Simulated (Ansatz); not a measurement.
Write a Python script for Ansatz 0.2.0, Python API that makes a search for lower mean-field states of Si2 (charge +1). Use (for the species named): PBE0, 6-31G* basis, multiplicity 4.

```xyz
2

Si    0.0000    0.0000    0.0000
Si    0.0000    0.0000    2.3300
```

The script, `states_si2.py`:
```python
'''Restricted and unrestricted solutions of Si2(+), stretched and not.'''

import logging
import sys

import ansatz
import numpy as np

logging.basicConfig(stream=sys.stdout, format='[%(levelname)s] %(message)s')
logger = logging.getLogger('ansatz_job')
logger.setLevel(logging.INFO)

system = (
    ansatz.Crystal.molecule()
    .atom('Si', (0.0, 0.0, 0.0))
    .atom('Si', (0.0, 0.0, 2.33))
)
symbols = [site.symbol for site in system.cartesian_sites]

start = np.array([site.position_ang for site in system.cartesian_sites])
for factor in [1.0, 1.25, 1.6]:
    xyz = (start - start.mean(axis=0)) * factor
    scaled = ansatz.Crystal.molecule()
    for symbol, place in zip(symbols, xyz):
        scaled = scaled.atom(symbol, place.tolist())
    setup = (
        scaled.calculation()
        .basis(gaussian='6-31G*')
        .functional('PBE0')
        .charge(1)
        .spin('collinear', total=3)
    )
    for search in ('off', 'standard'):
        try:
            r = setup.scf(lower_state_search=search).run(threads=1).report
        except ansatz.AnsatzError as error:
            logger.info(f'x{factor} search {search}: {type(error).__name__}')
            continue
        state = r['mean_field']['state']
        logger.info(f'all distances x{factor}, search {search:8s} E = {r["free_energy_ev"]:.5f} eV  <S^2> = {abs(state["spin_squared"]):.3f}  other states met: {len(r["mean_field"]["others"])}')
```

```console
$ python states_si2.py
[INFO] all distances x1.0, search off      E = -15735.93115 eV  <S^2> = 3.751  other states met: 0
[INFO] all distances x1.0, search standard E = -15735.93115 eV  <S^2> = 3.751  other states met: 0
[INFO] all distances x1.25, search off      E = -15734.93690 eV  <S^2> = 3.753  other states met: 0
[INFO] all distances x1.25, search standard E = -15734.93690 eV  <S^2> = 3.753  other states met: 2
[INFO] all distances x1.6, search off      E = -15733.62637 eV  <S^2> = 3.752  other states met: 0
[INFO] all distances x1.6, search standard E = -15733.98822 eV  <S^2> = 3.756  other states met: 8
```

The settings weren't tested for convergence. The count of other states can hold repeated and symmetry-equivalent ends of the search; scaling all distances is a test, and for more than two atoms no physical path. The species is open-shell (spin multiplicity 4). The spin state was assumed, and another may lie lower. Run time: 8.7 s on 1 thread of Arm Neoverse V2, on a shared host, peak memory 0.17 GiB.

(Lines on the test bed's own set-up are left out of the output.)
